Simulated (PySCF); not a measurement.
**SiB: energy against distance**

Set-up: PySCF, spin-free X2C with a Gaussian nucleus, basis sets Si jorge-DZP-DKH, B jorge-DZP-DKH. Energies in eV from Si + B in their ground configurations at the same level. State: ⁴Σ⁻ (quartet), unpaired electrons σ ↑, π ↑↑.

```csv
R (Å),r²SCAN,UHF-CCSD(T)
1.656,-2.697,
1.733,-3.207,-2.393
1.810,-3.491,-2.705
1.868,-3.593,-2.829
1.926,-3.623,-2.882
1.984,-3.598,-2.878
2.061,-3.500,-2.810
2.157,-3.309,-2.655
2.273,-3.028,-2.408
2.427,-2.623,
```

Task: Put a parabola through the three lowest points of the r²SCAN curve and estimate Re, k and ωe (reduced mass 7.9 u; 1 eV/Å² = 0.16022 mdyn/Å; ωe = 1302.8·√(k/μ) cm⁻¹).

Result: Through R = 1.868, 1.926, 1.984 Å the second-order coefficient is 8.17 eV/Å², so Re ≈ 1.929 Å, k ≈ 2.62 mdyn/Å and ωe ≈ 750 cm⁻¹. A polynomial fit of higher order to the unrounded r²SCAN energies gives Re = 1.926 Å, k = 2.67 mdyn/Å, ωe = 757 cm⁻¹; anharmonicity and rounding make the difference.

The higher-order fit for each curve: r²SCAN: Re = 1.926 Å, ωe = 757 cm⁻¹, De = 3.62 eV; UHF-CCSD(T): Re = 1.950 Å, ωe = 713 cm⁻¹, De = 2.89 eV.

Correlated steps freeze 6 core orbitals. Correlated levels converge slowly with the basis: in double zeta they bind strong bonds too weakly, by up to about 1 eV, and carry superposition errors of some tenths. The CCSD T1 diagnostic is raised, a sign that a single reference may not be enough here. The state is the lowest determinant that a PBE0 search found; another state may lie lower at other levels.
